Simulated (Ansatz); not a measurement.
**A rate constant, worked out**

An elementary step of AlH$_{3}$S$_{2}$, closed shell (AlH₃S₂ ([SH][AlH][SH]) → AlHS ([AlH][S]) + H₂S (still joined by a long Al–S bond); Al–S, S–H broken or loosened, S–H formed or tightened). The start structure is the reactant molecule, and the electronic barrier above it is 1.753 eV by CCSD(T) at an estimated basis limit (MP2 extrapolated from triple and quadruple zeta, plus CCSD(T) − MP2 in triple zeta). Computed with Ansatz 0.2.0 (basis: def2-TZVPP and def2-QZVPP); correlated methods freeze the cores. Extrapolation: Hartree–Fock as exp(−7.88 √X), correlation as X^−2.97. Harmonic wavenumbers at PBE0-D4/def2-TZVP (Ansatz 0.2.0), in cm⁻¹:

Start: 148, 202, 252, 435, 482, 515, 542, 675, 728, 1980, 2712, 2715.

Saddle: 169i, 226, 246, 390, 410, 504, 577, 653, 1146, 1968, 2054, 2704.

(1) Work out the transition-state-theory rate constant at 600 K from these numbers alone (harmonic vibrations; rotation, path degeneracy and anharmonicity left out), and the Wigner tunnelling factor. Use 1 cm⁻¹ = 1.2398 × 10⁻⁴ eV and k_B = 8.617 × 10⁻⁵ eV/K.

T1 diagnostic: at most 0.018.

Answers

(1) Zero-point energies, half the sums: start 11386/2 cm⁻¹ = 0.7058 eV; saddle, real modes only, 10878/2 cm⁻¹ = 0.6744 eV.
Barrier with zero-point energy: 1.753 + 0.6744 − 0.7058 = 1.7216 eV.
k_BT = 0.05170 eV, so the barrier is 33.30 k_BT.
Vibrational partition functions from the zero-point level, ln q = −Σ ln(1 − exp(−hν/k_BT)): start 4.855, saddle 3.608.
k = (k_BT/h) exp(ln q‡ − ln q) exp(−E0/k_BT), with log₁₀(k_BT/h in s⁻¹) = 13.10: log₁₀ k = 13.10 + (-1.247 − 33.30)/2.3026 = -1.90, so k ≈ 1 × 10^(-2) s⁻¹.
Wigner factor: 1 + (hν‡/k_BT)²/24 = 1 + (0.41)²/24 = 1.01. A change of 1 kcal/mol (0.043 eV) in the barrier would change k by a factor of 2.3 at this temperature.

Labels in which every atom is bracketed show which atoms are joined, not bond orders.

For scale, one of the runs: CCSD(T)/def2-TZVPP, 168 basis functions, launched by `ansatz run in.yaml --threads 2 --pin off --events-out ev --progress --plain --max-ram 4352MiB`. The run took 15 s on 2 CPU threads of an Arm Neoverse V2 (shared host), with 1.2 GiB of host memory at its peak.
